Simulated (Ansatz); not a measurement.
**NH (singlet): wave-function methods side by side at distance N1–H2 = 0.916 Å, aug-cc-pVDZ**

The task here is to estimate one member of a computed series from the others.

The runs use Ansatz 0.2.0, Gaussian basis; aug-cc-pVDZ, core rule «outside noble gas», up to 1 orbitals frozen.

Plan: UHF; CCSD(T) on RHF; CCSD(T) on UHF; BCCD(T) on RHF; CISD; CCSDT(Q) on RHF; CCSDT(Q) on UHF; CASSCF and MRCISD+Q, 2 electrons in 2 orbitals; CASSCF and NEVPT2, 2 electrons in 2 orbitals; CASSCF and MRCISD+Q, 6 electrons in 5 orbitals; CASSCF and NEVPT2, 6 electrons in 5 orbitals; Full CI; Full CI in the symmetry of the determinant.

24 further runs of the same task are left out: 5 for a known fault of the program, 15 that didn't finish, 4 set aside as unsound or not needed.

**The system**

The geometry derives from a PBE0/def2-TZVP stationary point (not a proven minimum). One bond is set to the value named and the two fragments are kept rigid.

2 atoms, charge 0, spin multiplicity 1.

Atoms are counted from 1 here; the program's logs count them from 0.

Bond lengths: N1–H2 0.916 Å.

The first run:

Input file in.yaml:

```yaml
crystal:
  periodic: [false, false, false]
  atoms:
    - {symbol: N, position_ang: [0.000000, 0.000000, 0.000000]}
    - {symbol: H, position_ang: [0.000000, 0.000000, 0.916000]}
basis:
  gaussian: {orbitals: aug-cc-pVDZ}
magnetization: {spin_polarized: true, initial_magnetization: 0}
hamiltonian: {xc: hf}
output: {orbitals: {seedname: orbitals}}
```

Command:

```console
ansatz run in.yaml --threads 1 --pin off --events-out ev --progress --plain --max-ram 2393MiB
```

Among the steps run: UHF; CCSD(T) on RHF; CCSD(T) on UHF; BCCD(T) on RHF; CISD; CCSDT(Q) on RHF; CCSDT(Q) on UHF; CASSCF and MRCISD+Q, 2 electrons in 2 orbitals; CASSCF and NEVPT2, 2 electrons in 2 orbitals; CASSCF and MRCISD+Q, 6 electrons in 5 orbitals; CASSCF and NEVPT2, 6 electrons in 5 orbitals; Full CI; Full CI in the symmetry of the determinant.

One of the session's tables, all rows but one given; the rest of the session is left out.

| method | from FCI (kcal/mol) |
| --- | --- |
| RHF | ? |
| RMP2 | +29.35 |
| CISD | +14.95 |
| RCCSD | +10.21 |
| RCCSD(T) | +5.71 |
| BCCD(T) | +5.73 |
| RCCSDT | +0.42 |
| RCCSDT(Q) | -0.18 |
| CASSCF pair | +87.67 |
| NEVPT2 pair | +12.68 |
| MRCISD pair | +3.80 |
| MRCISD+Q pair | -0.18 |
| CASSCF valence | +77.54 |
| NEVPT2 valence | +15.83 |
| MRCISD valence | +2.99 |
| MRCISD+Q valence | -0.20 |
| FCI | 0 |

Estimate the missing values for RHF.

As computed: from FCI (kcal/mol): +107.85. In the column «from FCI (kcal/mol)» it is the highest.

Among the levels timed on like hardware and quicker than the yardstick, those that no quicker one beats, quickest first: NEVPT2 pair (0.27 s, +12.68 kcal/mol); BCCD(T) (0.39 s, +5.73 kcal/mol); RCCSD(T) (0.49 s, +5.71 kcal/mol); MRCISD+Q pair (0.63 s, -0.18 kcal/mol). Runs this short are mostly start-up, so their order is noise.

Left out of the table: UHF, UMP2, UCCSD, UCCSD(T), UCCSDT, UCCSDT(Q) (another determinant or state than the rows shown).

Limits of these values: The report flags that the cluster equations may have other roots. The yardstick is full CI for this spin, exact in this basis with these frozen cores. The program flags RCCSDT(Q) as in doubt, so those rows may rest on another solution; read them beside their warnings. RCCSDT(Q), MRCISD+Q pair, MRCISD+Q valence fall below full CI, which methods that aren't variational can do. With 2.0 effectively unpaired electrons against 0 the state is strongly multireference. Of the multireference levels listed MRCISD+Q pair comes nearest in total energy (-0.18 kcal/mol), which doesn't show that its space is the better one. Warnings in the runs' records: large difference, other roots.
